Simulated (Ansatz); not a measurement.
`C#CCOCF`, charge 0, multiplicity 1.

Give a relaxed structure at PBE0-D4/def2-TZVP (Ansatz). (An estimate is asked.)

Computed: 
```xyz
11

C     0.785    1.149   -1.917
C     0.271    0.249   -1.312
C    -0.348   -0.842   -0.570
O    -1.047   -0.407    0.586
C    -0.256    0.154    1.553
F     0.546   -0.802    2.147
H     1.238    1.945   -2.460
H    -1.092   -1.340   -1.193
H     0.412   -1.583   -0.298
H    -0.922    0.556    2.317
H     0.414    0.920    1.147
```
This is one stationary point; other conformers may exist.
